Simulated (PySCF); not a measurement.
**Vibration and rotation of BF**

RHF-CCSD(T) constants of BF, ¹Σ⁺ (singlet), closed shell (PySCF, no relativity, basis sets B def2-SVPD, F def2-SVPD; masses 11.0093 and 18.9984 u):

| Property | Result |
| --- | --- |
| ωe | 1329.7 cm⁻¹ |
| ωexe | 11.0 cm⁻¹ |
| Be | 1.4622 cm⁻¹ |
| αe | 0.0190 cm⁻¹ |
| D (centrifugal) | 7.07e-06 cm⁻¹ |
| De to B + F | 7.47 eV |

Q: Estimate the standard entropy (1 bar) and heat capacity of the ideal gas at 500 K, rigid rotor with B0 and harmonic oscillator at the fundamental.

A: Translation (Sackur–Tetrode, M = 30.01 u): 162.0 J/(mol K). Rotation: q = kT/(σB0) = 239 with σ = 1, 53.9. Vibration: x = hcν0/kT = 3.76, 0.94. S° = 216.8 J/(mol K); Cp = 7R/2 + 2.86 = 32.0 J/(mol K).

Correlated steps freeze 2 core orbitals. Correlated levels converge slowly with the basis: in double zeta they bind strong bonds too weakly, by up to about 1 eV, and carry superposition errors of some tenths. Where the molecule has an RHF reference, its open-shell atoms are computed with UHF.
